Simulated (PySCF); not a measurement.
Published values to compare with (the computed states carry no symmetry labels, so the two lists aren't matched line by line):

```
            state  E (eV)      f           kind of transition  source
        3B1(n→π*)    3.06         band maximum or as reported     [1]
        3B1(n→π*)    3.19                 vertical absorption     [2]
 1B1(n→π*, first)    3.36         band maximum or as reported     [1]
        3A2(n→π*)    3.55         band maximum or as reported     [1]
        1B1(n→π*)    3.83  0.005          vertical absorption     [2]
        1B1(n→π*)    3.93                 vertical absorption     [3]
 1A2(n→π*, first)    4.02         band maximum or as reported     [1]
        3A2(n→π*)    4.11                 vertical absorption     [2]
        3B2(π→π*)    4.33         band maximum or as reported     [1]
        1A2(n→π*)    4.37                 vertical absorption     [2]
        1A2(n→π*)    4.50                 vertical absorption     [3]
        3A1(π→π*)    4.68         band maximum or as reported     [1]
        3A1(π→π*)    4.82                 vertical absorption     [2]
        1A1(π→π*)    5.01         band maximum or as reported     [1]
        1A1(π→π*)    5.22                 vertical absorption     [3]
        1A1(π→π*)    5.26  0.016          vertical absorption     [2]
1A2(n→π*, second)    5.61         band maximum or as reported     [1]
        1A2(n→π*)    5.72                 vertical absorption     [2]
        1A2(n→π*)    5.75                 vertical absorption     [3]
1B1(n→π*, second)    6.00         band maximum or as reported     [1]
        1B2(n→3s)    6.17  0.001          vertical absorption     [2]
        1B1(n→π*)    6.37  0.004          vertical absorption     [2]
        1B1(n→π*)    6.41                 vertical absorption     [3]
        1B2(π→π*)    6.50         band maximum or as reported     [1]
        1B2(π→π*)    6.75  0.010          vertical absorption     [2]
        1B2(π→π*)    6.93                 vertical absorption     [3]
        1B2(π→π*)    7.55                 vertical absorption     [3]
        1A1(π→π*)    7.82                 vertical absorption     [3]
```

[1] measured, gas; Loos, Lipparini, Boggio-Pasqua, Scemama, Jacquemin (2019), arXiv:1912.04173, literature columns
[2] computed, theoretical best estimate (aug-cc-pVTZ, frozen core, CC3 geometry), gas; Veril, Scemama, Caffarel, Lipparini, Boggio-Pasqua, Jacquemin, Loos, WIREs Comput. Mol. Sci. 2021, 11, e1517 (QUESTDB)
[3] computed, CC3/TZVP, gas; arXiv:2401.06101 (2024), CC3 reference column of Thiel's set

Species: pyridazine, C4H4N2.
Geometry (PBE0-D3(BJ)/def2-TZVP, Å), atoms numbered from 1 in this order:
```
atom  x, y, z in Å
C1     0.7768    0.8572   -0.2563
C2    -0.5836    0.8189   -0.0608
C3    -1.1759   -0.4374   -0.0257
N4    -0.5035   -1.5709   -0.1694
N5     0.8008   -1.5340   -0.3569
C6     1.4229   -0.3642   -0.4005
H7     1.3296    1.7880   -0.2979
H8    -1.1763    1.7173    0.0619
H9    -2.2440   -0.5529    0.1254
H10    2.4949   -0.4195   -0.5595
```

Theory: TDDFT CAM-B3LYP/aug-cc-pVTZ, vertical, gas phase, core orbitals frozen in the response (PySCF). Isolated species at its PBE0-D3(BJ)/def2-TZVP geometry, gas phase.

Computed singlets: 3.77 eV (f 0.005); 4.41 eV (f 0.000); 5.79 eV (f 0.029); 5.92 eV (f 0.000); 6.25 eV (f 0.001); 6.54 eV (f 0.005); 6.59 eV (f 0.001); 6.83 eV (f 0.020); 7.08 eV (f 0.022); 7.37 eV (f 0.443). Computed triplets (Tamm–Dancoff): 2.98, 4.01, 4.39, 4.68 eV.

How does the lowest computed singlet compare with the best estimate listed for the lowest singlet (vertical absorption)?

3.77 eV against 3.83 eV for 1B1(n→π*) [2]: a difference of -0.06 eV. Geometry and basis of the two calculations needn't be the same.

How does the lowest computed triplet compare with the best estimate listed for the lowest triplet (vertical absorption)?

2.98 eV against 3.19 eV for 3B1(n→π*) [2]: a difference of -0.21 eV. Geometry and basis of the two calculations needn't be the same.

A measured band maximum holds vibronic effects and, in solution, solvent shifts, so it needn't equal the vertical energy.

The run took 1.7 min wall, 3.4 min CPU on an Intel Xeon at 2.50 GHz with 2 threads, shared host with 64 logical CPUs at a one-minute load of 56, and the process peaked at 1.7 GiB of memory.
